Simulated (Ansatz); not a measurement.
Reaction (SMILES): [O]N=O → N atom + 2 O atom
B3LYP-D3(BJ)/def2-TZVP geometries, fixed; electronic energies without zero-point terms.
Largest species:
```xyz
3

N      0.0007    -0.0065     0.3208
O      0.0274     1.0999    -0.1182
O     -0.0281    -1.0942    -0.1625
```
Charge 0, spin multiplicity 2.

Effect of a fitting basis named in the input at wB97M-V/aug-cc-pVQZ with Ansatz (an electronic-structure program), against the last row, where the atomisation energy is 229.97 kcal/mol. Open shells are unrestricted. The default fits or decomposes integrals by the program's own choice; accuracy: high also tightens integrals, grids and stops.

```tsv
setting	largest shift of a total energy (mEh)	shift of the atomisation energy (kcal/mol)
fitting: def2-SV(P)-JKFIT	-0.018	-0.006
fitting: def2-universal-JKFIT	-0.018	-0.006
fitting: cc-pVTZ-JKFIT	-0.006	-0.012
fitting: cc-pVQZ-JKFIT	-0.008	-0.005
fitting: cc-pV5Z-JKFIT	-0.010	-0.004
accuracy: medium (default)	0.000	0.000
```

Within 0.02 kcal/mol in the atomisation energy: fitting: def2-SV(P)-JKFIT; fitting: def2-universal-JKFIT; fitting: cc-pVTZ-JKFIT; fitting: cc-pVQZ-JKFIT; fitting: cc-pV5Z-JKFIT. The largest shift is 0.018 mEh in a total energy and 0.012 kcal/mol in the difference.
